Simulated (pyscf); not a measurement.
Structures and frequencies: ωB97X-D3(BJ)/def2-SVP in PySCF.

Task: For the elementary gas-phase step SiH₃• (SMILES [SiH3]) + F–CH(F)–SiH₃ (SMILES FC(F)[SiH3]) -> F–SiH₃ (SMILES F[SiH3]) + F–CH•–SiH₃ (SMILES F[CH][SiH3]) (doublet surface; C–F broken, F–Si formed), what barrier and reaction energy does ωB97M-D3(BJ)/def2-TZVP give, measured from the separated reactants?

Result: ΔE‡ = 22.2 kcal/mol, ΔE = -39.9 kcal/mol. Zero-point energy shifts the barrier by -0.3 kcal/mol. It is an atom transfer, with an imaginary mode of 1083i cm⁻¹. One saddle was located; it need not be the lowest between these sides. The angle at the transferred F is 152°.
